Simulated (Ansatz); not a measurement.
# Relaxing Nb3Re

Method: Ansatz 0.2.0, DFT PBE, scalar-relativistic, plane waves, PAW. Cutoff 420 eV, Γ-centred k mesh, Gaussian smearing, no spin polarisation in the final step.

The start puts Nb3Re on the Cu3Au (L1_2) structure type (Pm-3m, No. 221), with Re in place of Au, Nb in place of Cu, at a guessed volume.

```yaml
crystal:
  lattice:
    - [3.92664, 0.00000, 0.00000]
    - [0.00000, 3.92664, 0.00000]
    - [0.00000, 0.00000, 3.92664]
  atoms:
    - { symbol: Nb, position: [0.00000, 0.50000, 0.50000] }
    - { symbol: Nb, position: [0.50000, 0.00000, 0.50000] }
    - { symbol: Nb, position: [0.50000, 0.50000, 0.00000] }
    - { symbol: Re, position: [0.00000, 0.00000, 0.00000] }
```

Cell and atoms relax at zero pressure; the relaxation can't lower the symmetry of the start. After a coarse first stage the cell is made exact in the group found at 0.06 Å.

The zero of energy is the elements' standard structures at the same level; no fitted shifts are applied.

(1) Which crystal results?

(2) What are its volume, energy, density and gap?

Answers

(1) It keeps Pm-3m (No. 221). The result still has the Cu3Au (L1_2) structure. Conventional cell: a = 4.134 Å. Around Nb lie 4 Re at 2.92 Å and 8 Nb at 2.92 Å; around Re lie 12 Nb at 2.92 Å.

```
Nb Re
1.0
     4.13422    0.00000    0.00000
     0.00000    4.13422    0.00000
     0.00000    0.00000    4.13422
Nb Re
3 1
Direct
  0.00000 0.50000 0.50000
  0.50000 0.00000 0.50000
  0.50000 0.50000 0.00000
  0.00000 0.00000 0.00000
```

(2) The volume per atom is 17.67 Å³, the density is 10.93 g/cm³ and the energy over the elements is 0.29 eV/atom. The gap on the 12×12×12 mesh is 0 eV (a metal).

The final run used a 12×12×12 mesh on its 4-atom cell and 0.10 eV smearing. The k mesh leaves about 4 meV/atom of noise in metals. Spin–orbit coupling is left out. A structure relaxed within its symmetry needn't be a true minimum.

Cost: 3 runs of about 0.43 core-minutes in all, on Intel Xeon 6975P-C (Granite Rapids) (shared hosts).